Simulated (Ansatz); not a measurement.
The input, for Ansatz 0.2.0:

```yaml
crystal:
  periodic: [false, false, false]
  atoms:
    - {symbol: C, position_ang: [0.000000, 0.000000, 0.000000]}
    - {symbol: C, position_ang: [0.000000, 0.000000, 3.405000]}
basis:
  gaussian: {orbitals: 6-31G}
magnetization: {spin_polarized: false}
correlation: {method: bccd_t, electrons: outside_noble_gas}
```

```sh
$ ansatz run in.yaml --threads 1 --pin off --events-out ev --progress --plain --max-ram 2393MiB
```

Output:

```
254 factors; integrals over basis functions are off by at most 2.0e-4 eV
mean field evaluation 1: about -2040.1858 eV, gradient 4.1e0 eV
mean field evaluation 2: about -2040.1850 eV, gradient 4.1e0 eV
mean field evaluation 4: about -2040.2806 eV, gradient 3.2e-1 eV
mean field evaluation 8: about -2040.2811 eV, gradient 5.5e-3 eV
mean field evaluation 16: about -2040.2811 eV, gradient 5.0e-8 eV
mean field evaluation 32: about -2040.2811 eV, gradient 2.2e-2 eV
mean field evaluation 64: about -2045.6068 eV, gradient 2.1e-6 eV
mean field evaluation 96: about -2045.4276 eV, gradient 5.7e-1 eV
mean field evaluation 128: about -2045.7621 eV, gradient 2.5e-2 eV
mean field evaluation 160: about -2045.6416 eV, gradient 6.5e-1 eV
...
cycle  27  -12.49724812 eV  change   -2.7e-2 eV  update   1.4e-3
cycle  28  -12.50268731 eV  change   -5.4e-3 eV  update   9.4e-4
cycle  29  -12.48545697 eV  change    1.7e-2 eV  update   5.6e-4
cycle  30  -12.48910349 eV  change   -3.6e-3 eV  update   9.2e-5
cycle  31  -12.48766013 eV  change    1.4e-3 eV  update   5.7e-5
cycle  32  -12.48755276 eV  change    1.1e-4 eV  update   8.0e-6
cycle  33  -12.48765442 eV  change   -1.0e-4 eV  update   8.6e-6
cycle  34  -12.48765258 eV  change    1.8e-6 eV  update   4.5e-6
cycle  35  -12.48767307 eV  change   -2.0e-5 eV  update   2.7e-6
cycle  36  -12.48766991 eV  change    3.2e-6 eV  update   8.4e-7
perturbative correction -1.76400109 eV, -0.0648258443 hartree
WARN: the results are in doubt because among natural orbitals full CI differs from the method by +0.672 eV
Total energy: -2054.53278228 eV, -75.5026871365 hartree
In doubt: among natural orbitals full CI differs from the method by +0.672 eV
```

Ran on 1 thread of Arm Neoverse V1, shared host: 2.5 s wall, 0.19 GiB peak host memory.
